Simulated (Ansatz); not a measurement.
CH3BS (`B1CS1`), charge 0, multiplicity 1.

Problem. Give a relaxed structure at PBE0-D4/def2-TZVP (Ansatz 0.2.0). (Best estimate.)

Solution. The calculation gave: 
Z-matrix (Å, degrees):
```
C
S 1 1.862
B 1 1.531 2 60.7
H 1 1.086 2 114.2 3 113.5
H 1 1.086 2 114.2 3 -113.5
H 3 1.182 1 148.6 2 -180.0
```
Point group Cs.
